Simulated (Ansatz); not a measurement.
# The cluster Al2N+: geometry, orbitals and charge

Aim: characterise the cluster Al2N+ as a singlet: its structure, frontier levels and distribution of charge.

The runs use Ansatz 0.2.0, Gaussian basis; RKS PBE0-D4/def2-TZVP.

Levels to be run: relaxation at PBE0-D4/def2-TZVP; a single point at PBE0-D4/def2-TZVP.

1 further run of the same task is left out (set aside as unsound or not needed).

## Step 1: The system as given

3 atoms, charge 1, spin multiplicity 1.

Atoms are counted from 1 here; the program's logs count them from 0.

Bond lengths: Al1–N3 1.731 Å, Al2–N3 1.731 Å. Angles: Al1–N3–Al2 179.9°.

Coordinates:

```xyz
3
Al2N
Al    1.1465    0.6485    1.1229
Al   -1.1476   -0.6485   -1.1220
N     0.0011    0.0000   -0.0010
```

The ion is computed in the gas phase, without counter-ions or solvent.

The start is a GFN2-xTB geometry.

## Step 2: Optimising with PBE0-D4/def2-TZVP

Contents of in.yaml:

```yaml
crystal:
  periodic: [false, false, false]
  atoms:
    - {symbol: Al, position_ang: [1.146490, 0.648510, 1.122940]}
    - {symbol: Al, position_ang: [-1.147600, -0.648460, -1.121970]}
    - {symbol: N, position_ang: [0.001110, -0.000040, -0.000980]}
basis:
  gaussian: {orbitals: def2-TZVP}
total_charge: 1
hamiltonian: {xc: pbe0, dispersion: d4}
scf: {omitted_lower_state_checks: [starts]}
output: {orbitals: {seedname: orbitals}}
relax: {f_tol: 0.02, max_steps: 100}
```

Run with:

```console
$ ansatz run in.yaml --threads 4 --pin off --events-out ev --progress --plain --max-ram 3916MiB
```

After this run come: Single point, PBE0-D4/def2-TZVP.

**Question.** What will the summary of the whole plan be? Wanted: point group; commonest bond; HOMO, LUMO at PBE0-D4/def2-TZVP.

As calculated:

```
                       quantity                           value
                    point group                             D∞h
                 commonest bond  Al–N, 2 of mean length 1.700 Å
HOMO, LUMO at PBE0-D4/def2-TZVP                -12.02, -9.90 eV
```

The molecule keeps its bonding pattern by the stored test; the atoms moved 0.03 Å (rms). No usable vibrations, so a minimum isn't proven. Whether this spin is the lowest isn't tested here.
